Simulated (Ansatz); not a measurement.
**BO, quartet in 6-31G: errors against full CI**

Geometry: that of the BO, doublet, kept fixed. The doublet lies 6.6 eV lower here.

```yaml
atoms:
  - { symbol: B, position_ang: [0.0000, 0.0000, 0.0000] }
  - { symbol: O, position_ang: [0.0000, 0.0000, 1.2006] }
```

Basis 6-31G; Ansatz 0.2.0. Only valence electrons are correlated (noble-gas cores frozen), which leaves 9 electrons in 16 orbitals. R marks a restricted (for open shells ROHF) determinant, U an unrestricted one. Active spaces: valence = (9e, 8o) chosen from the atoms' valence shells.

Full CI is exact within this basis and frozen core; it isn't the basis-set limit. The frozen core follows each run's orbitals, which can shift R against U totals by a few meV.

For open shells CISD and CISDTQ are restricted-active-space CI with the open shells as a complete middle space. The determinant fills πx and πy unequally, so it is a mixture of Σ and Δ, which weighs on every level built on one determinant.

The UHF ⟨S²⟩ is 3.753, the T1 diagnostic (RCCSD) is 0.0203 and the largest doubles amplitude (RCCSD) is 0.295. The T1 diagnostic (UCCSD) is 0.0179.

```tsv
level	E − E(full CI) (kJ/mol)	share of correlation (%)	wall time
RHF	340.1	0.00	–
UHF	336.5	1.05	–
RMP2	82.0	75.88	–
UMP2	80.9	76.20	–
CISD	46.7	86.26	0.75 s
RCCSD	37.2	89.06	–
UCCSD	37.1	89.10	–
RCCSD(T)	22.1	93.51	0.78 s
UCCSD(T)	21.9	93.55	0.82 s
BCCD(T)	21.7	93.61	0.85 s
RCCSDT*	0.8	99.76	–
UCCSDT*	0.8	99.78	–
CISDTQ	1.6	99.52	7 s
RCCSDT(Q)*	-0.5	100.15	3.7 s
UCCSDT(Q)*	-0.6	100.19	3.4 s
RCCSDTQ*	0.1	99.97	34 s
UCCSDTQ*	0.1	99.98	33 s
CASSCF (valence space)	202.9	40.34	–
NEVPT2 (valence space)	42.0	87.65	1.6 s
NEVPT4(SD) (valence space)	6.4	98.12	2.2 s
MRCISD (valence space)	7.8	97.70	–
MRCISD+Q (valence space)	2.5	99.26	2.3 s
```

An asterisk marks runs whose energy the program itself flagged as in doubt.

The correlation energy at full CI, counted from RHF, is -3.525 eV. That run took 16 s on 1 thread of Arm Neoverse V1, shared host over 1,120,064 determinants.

Times hold each run's SCF and search for its determinant on a shared host, so for small cases they say little of a method's own cost; they ran on 1 thread of Arm Neoverse V1. Some runs computed forces too.

More than 5 meV below full CI, which no variational method can be: RCCSDT(Q), UCCSDT(Q).

The full-CI state has the irrep A1 of C2v, in the program's axes (one component, if the state is degenerate).

Natural occupations of full CI about the gap: 1.987 1.976 1.476 1.476 0.997 0.514 0.514 0.019 0.012 0.009; effectively unpaired electrons, Σ n²(2−n)², 3.37. No single determinant describes this state well, so single-reference rows can miss without a flag.
